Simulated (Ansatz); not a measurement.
**AlClHS radical: a ladder of functionals and wavefunction methods**

The task here is to estimate one member of a computed series from the others.

The runs use Ansatz 0.2.0, Gaussian basis; functionals in def2-TZVPP, the program's frozen cores in correlated methods.

The runs, in order: LDA (SPW92), PBE-D4, revPBE-D4, BLYP-D4, r2SCAN-D4, B97M-V, PBE0-D4, B3LYP-D4, r2SCANh-D4, r2SCAN0-D4, HSE06-D4, BHLYP-D4, CAM-B3LYP-D4, LC-ωPBE, ωB97X-V, ωB97M-V, B2PLYP, PBE-QIDH; CCSD(T)/def2-SVP; CCSD(T)/def2-TZVPP; MP2/def2-QZVPP; extrapolation to the limit; RPA on PBE.

### The geometry

The geometry comes from an earlier relaxation with PBE0-D4 in a triple-zeta def2 set; it is a stationary point.

SMILES `[SH][Al][Cl]`, 4 atoms, charge 0, spin multiplicity 2.

Atoms are counted from 1 here; the program's logs count them from 0.

Bond lengths: S1–Al2 2.193 Å, S1–H4 1.345 Å, Al2–Cl3 2.107 Å. Angles: Al2–S1–H4 92.8°, S1–Al2–Cl3 115.5°.

Geometry (Å):

| atom | x (Å) | y (Å) | z (Å) |
| --- | --- | --- | --- |
| S1 | 0.4398 | 0.9849 | -0.7447 |
| Al2 | -0.3941 | -0.5259 | 0.6091 |
| Cl3 | 0.2262 | -2.5074 | 0.2510 |
| H4 | -0.2164 | 1.9881 | -0.1356 |

Set-up of the first run:

in.yaml reads:

```yaml
crystal:
  periodic: [false, false, false]
  atoms:
    - {symbol: S, position_ang: [0.439797, 0.984948, -0.744682]}
    - {symbol: Al, position_ang: [-0.394099, -0.525921, 0.609129]}
    - {symbol: Cl, position_ang: [0.226178, -2.507442, 0.250987]}
    - {symbol: H, position_ang: [-0.216377, 1.988115, -0.135634]}
basis:
  gaussian: {orbitals: def2-TZVPP}
magnetization: {spin_polarized: true, initial_magnetization: 1}
hamiltonian: {xc: lda}
output: {orbitals: {seedname: orbitals}}
```

Steps of the session up to this table: LDA; PBE-D4 (GGA); revPBE-D4 (GGA); BLYP-D4 (GGA); r2SCAN-D4 (meta-GGA); B97M-V (meta-GGA); PBE0-D4 (hybrid); B3LYP-D4 (hybrid); r2SCANh-D4 (hybrid); r2SCAN0-D4 (hybrid); HSE06-D4 (hybrid); BHLYP-D4 (hybrid); CAM-B3LYP-D4 (range-separated); LC-ωPBE-D4 (range-separated; the results give it without D4); ωB97X-V (range-separated); ωB97M-V (range-separated); B2PLYP (double hybrid); PBE-QIDH (double hybrid).

One of the session's tables, all rows but one given; the rest of the session is left out.

It belongs to the step «Frontier levels by functional». 

| functional | HOMO (eV) | LUMO (eV) | gap (eV) |
| --- | --- | --- | --- |
| LDA (SPW92) | -5.32 | -4.23 | 1.09 |
| PBE-D4 | ? | ? | ? |
| revPBE-D4 | -5.29 | -3.71 | 1.58 |
| BLYP-D4 | -5.09 | -3.88 | 1.21 |
| r2SCAN-D4 | -5.63 | -3.41 | 2.22 |
| B97M-V | -5.28 | -4.18 | 1.11 |
| PBE0-D4 | -6.35 | -3.09 | 3.27 |
| B3LYP-D4 | -6.09 | -3.44 | 2.64 |
| r2SCANh-D4 | -6.00 | -3.18 | 2.82 |
| r2SCAN0-D4 | -6.56 | -2.85 | 3.71 |
| HSE06-D4 | -5.96 | -3.46 | 2.50 |
| BHLYP-D4 | -7.19 | -2.43 | 4.76 |
| CAM-B3LYP-D4 | -7.51 | -2.31 | 5.20 |
| LC-ωPBE | -8.89 | -0.98 | 7.90 |
| ωB97X-V | -8.40 | -1.49 | 6.91 |
| ωB97M-V | -7.98 | -1.65 | 6.33 |

**Question.** Estimate the row for PBE-D4.

The run gave: HOMO (eV): -5.31; LUMO (eV): -3.87; gap (eV): 1.44. In the column «HOMO (eV)» it lies between LDA (SPW92) (-5.32) and revPBE-D4 (-5.29).
